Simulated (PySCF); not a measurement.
ethylamine (C2H7N), SMILES NCC.

Geometry optimised at B3LYP-D3(BJ)/def2-TZVP. One conformer was computed; it need not be the lowest.

Computed with B3LYP-D3(BJ)/def2-TZVP (PySCF).

Harmonic, unscaled wavenumbers; measured fundamentals usually lie a few per cent lower.

| mode | ν (cm⁻¹) | IR (km/mol) | moving atoms (share of kinetic energy) |
|---|---|---|---|
| 1 | 237 | 27.7 | H 94 % |
| 2 | 273 | 13.2 | H 89 %, C 10 % |
| 3 | 416 | 9.6 | H 39 %, C 33 %, N 28 % |
| 4 | 804 | 52.9 | H 90 % |
| 5 | 847 | 92.2 | H 76 %, N 18 % |
| 6 | 902 | 4.8 | H 43 %, C 43 %, N 14 % |
| 7 | 1007 | 0.6 | H 74 %, C 25 % |
| 8 | 1097 | 14.0 | C 43 %, H 36 %, N 21 % |
| 9 | 1152 | 11.0 | H 59 %, C 35 % |
| 10 | 1265 | 0.9 | H 67 %, C 29 % |
| 11 | 1327 | 5.4 | H 86 %, C 9 % |
| 12 | 1405 | 1.8 | H 80 %, C 19 % |
| 13 | 1428 | 17.6 | H 69 %, C 28 % |
| 14 | 1490 | 5.9 | H 97 % |
| 15 | 1498 | 3.1 | H 97 % |
| 16 | 1523 | 1.2 | H 92 %, C 8 % |
| 17 | 1659 | 31.0 | H 92 % |
| 18 | 2943 | 91.3 | H 93 % |
| 19 | 3026 | 17.7 | H 97 % |
| 20 | 3042 | 28.1 | H 92 % |
| 21 | 3086 | 48.5 | H 91 %, C 9 % |
| 22 | 3104 | 30.7 | H 91 %, C 9 % |
| 23 | 3479 | 0.5 | H 96 % |
| 24 | 3556 | 0.2 | H 92 %, N 8 % |
